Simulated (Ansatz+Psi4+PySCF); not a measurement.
## doublet CO2(+): levels of theory in one basis

```xyz
3

O     0.0000    0.0000   -1.2600
C     0.0000    0.0000    0.0000
O     0.0000    0.0000    1.1000
```

Basis set: cc-pVTZ (spherical functions). Correlated methods keep 3 orbitals frozen. Correlation on ROHF uses semicanonical orbitals with singles. Charge 1, multiplicity 2.

Computed with Ansatz (development build ahead of 0.2.0) and Psi4 1.11; each method stands on the lowest determinant of its kind that the runs found.

```
      method  E − E(ROHF) (eV)  <S²> of the determinant
        ROHF              0.00                     0.75
         UHF             -0.29                     0.85
    ROHF-MP2            -14.84                        –
     UHF-MP2            -14.67                     0.85
   ROHF-CCSD            -15.08                        –
    UHF-CCSD            -15.11                     0.85
ROHF-CCSD(T)            -15.79                        –
 UHF-CCSD(T)            -15.79                     0.85
```

Caution for ROHF-MP2, UHF-MP2: MP2 on this radical cation hangs on the determinant chosen.
